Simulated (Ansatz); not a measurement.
**C₂H₆N₂: a ladder of functionals and wavefunction methods**

One table from this session's results is given with a row withheld; the runs are named, their logs left out.

Program: Ansatz 0.2.0, Gaussian basis. Level of theory: functionals in def2-TZVPP, the program's frozen cores in correlated methods. These are calculated values, not measurements.

Levels to be run: LDA (SPW92), PBE-D4, revPBE-D4, BLYP-D4, r2SCAN-D4, B97M-V, PBE0-D4, B3LYP-D4, r2SCANh-D4, r2SCAN0-D4, HSE06-D4, BHLYP-D4, CAM-B3LYP-D4, LC-ωPBE, ωB97X-V, ωB97M-V, B2PLYP, PBE-QIDH; CCSD(T)/def2-SVP; CCSD(T)/def2-TZVPP; MP2/def2-QZVPP; extrapolation to the limit; RPA on PBE.

## The relaxed structure

All runs share one geometry, relaxed beforehand with PBE0-D4 in a triple-zeta def2 set.

SMILES `C1NCN1`, 10 atoms, charge 0, spin multiplicity 1.

Atoms are counted from 1 here; the program's logs count them from 0.

Bond lengths: C1–N2 1.469 Å, C1–N4 1.469 Å, C1–H5 1.103 Å, C1–H6 1.095 Å, N2–C3 1.469 Å, N2–H7 1.011 Å, C3–N4 1.469 Å, C3–H8 1.095 Å, C3–H9 1.103 Å, N4–H10 1.011 Å. Angles: N2–C1–N4 89.2°, N2–C1–H5 114.0°, N2–C1–H6 114.8°, N4–C1–H5 114.0°, N4–C1–H6 114.8°, H5–C1–H6 109.0°, C1–N2–C3 87.7°, C1–N2–H7 114.9°, C3–N2–H7 114.9°, N2–C3–N4 89.2°, N2–C3–H8 114.8°, N2–C3–H9 114.0°, N4–C3–H8 114.8°, N4–C3–H9 114.0°, H8–C3–H9 109.0°, C1–N4–C3 87.7°, C1–N4–H10 114.9°, C3–N4–H10 114.9°.

Set-up of the first run:

File in.yaml:

```yaml
crystal:
  periodic: [false, false, false]
  atoms:
    - {symbol: C, position_ang: [-0.406536, 0.732934, -0.573310]}
    - {symbol: N, position_ang: [-0.032957, 0.674697, 0.845778]}
    - {symbol: C, position_ang: [0.240936, -0.755477, 0.655059]}
    - {symbol: N, position_ang: [-0.568434, -0.726705, -0.570039]}
    - {symbol: H, position_ang: [0.398693, 1.094362, -1.235622]}
    - {symbol: H, position_ang: [-1.321544, 1.295739, -0.784322]}
    - {symbol: H, position_ang: [0.771693, 1.232087, 1.097042]}
    - {symbol: H, position_ang: [-0.146128, -1.406330, 1.445677]}
    - {symbol: H, position_ang: [1.305608, -0.990474, 0.484970]}
    - {symbol: H, position_ang: [-0.158330, -1.201932, -1.362033]}
basis:
  gaussian: {orbitals: def2-TZVPP}
hamiltonian: {xc: lda}
output: {orbitals: {seedname: orbitals}}
```

Command:

```console
> ansatz run in.yaml --threads 2 --pin off --events-out ev --progress --plain --max-ram 4352MiB
```

Among the steps run: LDA; PBE-D4 (GGA); revPBE-D4 (GGA); BLYP-D4 (GGA); r2SCAN-D4 (meta-GGA); B97M-V (meta-GGA); B3LYP-D4 (hybrid); r2SCANh-D4 (hybrid); r2SCAN0-D4 (hybrid); HSE06-D4 (hybrid); BHLYP-D4 (hybrid); CAM-B3LYP-D4 (range-separated); LC-ωPBE (range-separated); ωB97X-V (range-separated); ωB97M-V (range-separated); B2PLYP (double hybrid); PBE-QIDH (double hybrid).

One of the session's tables, all rows but one given; the rest of the session is left out.

It belongs to the step «Frontier levels by functional». 

| functional | HOMO (eV) | LUMO (eV) | gap (eV) |
| --- | --- | --- | --- |
| LDA (SPW92) | -5.06 | 0.01 | 5.06 |
| PBE-D4 | -5.02 | 0.13 | 5.15 |
| revPBE-D4 | -4.99 | 0.19 | 5.18 |
| BLYP-D4 | -4.95 | 0.09 | 5.05 |
| r2SCAN-D4 | -5.28 | 0.89 | 6.16 |
| B97M-V | ? | ? | ? |
| PBE0-D4 | -6.43 | 0.97 | 7.40 |
| B3LYP-D4 | -6.24 | 0.60 | 6.85 |
| r2SCANh-D4 | -5.81 | 1.14 | 6.94 |
| r2SCAN0-D4 | -6.61 | 1.48 | 8.10 |
| HSE06-D4 | -6.03 | 0.60 | 6.63 |
| BHLYP-D4 | -7.83 | 1.58 | 9.40 |
| CAM-B3LYP-D4 | -7.87 | 1.73 | 9.60 |
| LC-ωPBE | -9.19 | 3.05 | 12.24 |
| ωB97X-V | -8.88 | 2.87 | 11.74 |
| ωB97M-V | -8.79 | 2.42 | 11.21 |

Estimate the missing values for B97M-V.

As computed: HOMO (eV): -5.46; LUMO (eV): 0.35; gap (eV): 5.81. In the column «HOMO (eV)» it lies between r2SCANh-D4 (-5.81) and r2SCAN-D4 (-5.28).
